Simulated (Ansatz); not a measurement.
1T (CdI2-type) PtS2, treated with PBE-D3(BJ)+SOC (PAW; Ansatz, a quantum-chemistry and plane-wave program).

Numerical settings: plane-wave cutoff 520 eV, 24×24×16 k mesh (along the axes of the cell as run), PAW data made under PBE.

Computed at the level's own relaxed cell.

```xyz
3
Lattice="3.5795 0.0000 0.0000 -1.7898 3.1000 0.0000 0.0000 0.0000 4.6939" Properties=species:S:1:pos:R:3 pbc="T T T"
Pt     0.0000     0.0000     0.0000
S      0.0000     2.0666     1.2099
S      1.7898     1.0333     3.4841
```

Task: Give the elastic tensor (Voigt notation, GPa, ions relaxed, in the Cartesian axes of the cell as printed).

Result: 
```
  229.7    64.3    30.8   -26.8     0.0     0.0
   64.3   229.7    30.8    26.8     0.0     0.0
   30.8    30.8    38.1     0.0     0.0     0.0
  -26.8    26.8     0.0    47.4     0.0     0.0
    0.0     0.0     0.0     0.0    47.4   -26.8
    0.0     0.0     0.0     0.0   -26.8    82.7
```

Computed values are for the static lattice.
